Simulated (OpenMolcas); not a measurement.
## C3H5Cl (SMILES C/C=C/Cl): the vertical ionisation energy from total energies

C3H5Cl: 9 atoms, total charge 0, spin state singlet. SMILES: `C/C=C/Cl`. The coordinates come from a GFN2-xTB relaxation.

Both states at this one shape; open shells run unrestricted unless said. 1 Eh = 27.2114 eV.

| level | program | singlet C3H5Cl (Eh) | doublet C3H5Cl+ (Eh) | HOMO of the first (eV) |
| --- | --- | --- | --- | --- |
| RPBE/ANO-RCC-MB (DKH2) | OpenMolcas | -578.787612 | -578.386079 | -7.17 |
| RPBE/ANO-RCC-VDZ (DKH2) | OpenMolcas | -578.932825 | -578.593101 | -5.93 |
| RPBE/ANO-RCC-VDZP (DKH2) | OpenMolcas | -578.994861 | -578.662469 | -5.80 |
| RPBE/ANO-RCC-VTZP (DKH2, RICD fitting) | OpenMolcas | -579.010278 | -578.676702 | -5.90 |

Work out the vertical ionisation energy at each level.


1. RPBE/ANO-RCC-MB (DKH2): -578.386079 − (-578.787612) = 0.401533 Eh = 10.93 eV; −ε(HOMO) = 7.17 eV.
2. RPBE/ANO-RCC-VDZ (DKH2): -578.593101 − (-578.932825) = 0.339724 Eh = 9.24 eV; −ε(HOMO) = 5.93 eV.
3. RPBE/ANO-RCC-VDZP (DKH2): -578.662469 − (-578.994861) = 0.332392 Eh = 9.04 eV; −ε(HOMO) = 5.80 eV.
4. RPBE/ANO-RCC-VTZP (DKH2, RICD fitting): -578.676702 − (-579.010278) = 0.333576 Eh = 9.08 eV; −ε(HOMO) = 5.90 eV.

No measured value is set beside it here; the levels span 9.04 to 10.93 eV. In semi-local functionals −ε(HOMO) lies far under the ionisation energy, a result of self-interaction, while the difference of totals does much better. Minimal sets are far from the basis-set limit.
